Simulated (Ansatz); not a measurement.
CsCl-type TlBr, treated with BLYP in Ansatz (plane waves, PAW).

Run with plane-wave cutoff 520 eV, 8×8×8 k mesh, Fermi–Dirac smearing 0.01 eV, scalar-relativistic PAW data made under PBE.

A third-order Birch–Murnaghan fit to the energies gives V0 = 36.768 Å³/atom, B0 = 15.5 GPa, B′ = 5.1.

```csv
V (Å³/atom),P (GPa)
34.561,?
35.296,0.703
36.031,?
36.767,0.001
37.502,?
38.237,?
38.973,-0.778
```

### Question
Estimate the withheld pressures from this fit; the answers are the runs' own values.

### Answer

- 34.561, P (GPa): 1.125
- 36.031, P (GPa): 0.330
- 37.502, P (GPa): -0.291
- 38.237, P (GPa): -0.550

The formula P = (3/2) B0 (x^(7/3) − x^(5/3)) [1 + (3/4)(B′ − 4)(x^(2/3) − 1)] with x = V0/V meets the computed pressures within 0.01 GPa when these rounded values are put in.

Measured, for comparison: equilibrium volume per atom 31.62 Å³/atom (temperature not stated, no zero-point or thermal correction; as tabulated in Du and Singh (2010), arXiv:1001.5458). Computed (rounded) less measured: equilibrium volume per atom +16.3 %.

Note: the cell is over a tenth larger than the published one: the level's own overestimate first of all, though another phase or state, or a fault of the published cell, is possible.

Spin–orbit coupling is not included; it can shift volumes and moduli of such heavy elements.

The computed numbers hold no vibrational or temperature effects.

Ansatz is a quantum-chemistry and plane-wave program.
